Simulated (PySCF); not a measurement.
Compound: C2H7PS.
Bonds: C1–P2, P2–C3, P2–S4 (double). Hydrogens: H5, H6, H7 on C1; H8 on P2; H9, H10, H11 on C3.

Method used: PySCF 2.14.0, PBE0-D3(BJ)/def2-SVP geometry optimisation, gas phase.

Give the optimised bond lengths and angles.

```tsv
bond	length (bohr)
C1–P2, P2–C3	3.441
P2=S4	3.671
C1–H5 and 5 like bonds	2.078
P2–H8	2.696
```

Bonds in one row agree within 0.02 bohr and their mean is given. A selection of angles:
```tsv
angle	degrees
P2–C1–H5	111.6
P2–C1–H6	108.4
H5–C1–H6	110.0
H6–C1–H7	108.4
C1–P2–C3	105.0
C1–P2–S4	115.3
C1–P2–H8	101.7
S4–P2–H8	116.0
```

P2 (phosphorus bonded to 2 C, S and H) is distorted tetrahedral (angles from 101.7° to 116.0°).

Point group: Cs (every atom within 0.08 Å of its image). PBE0-D3(BJ)/def2-SVP frequencies: not computed here.

Time: 13 s. Hardware: one thread, x86-64 server, shared host. This is the geometry optimisation.
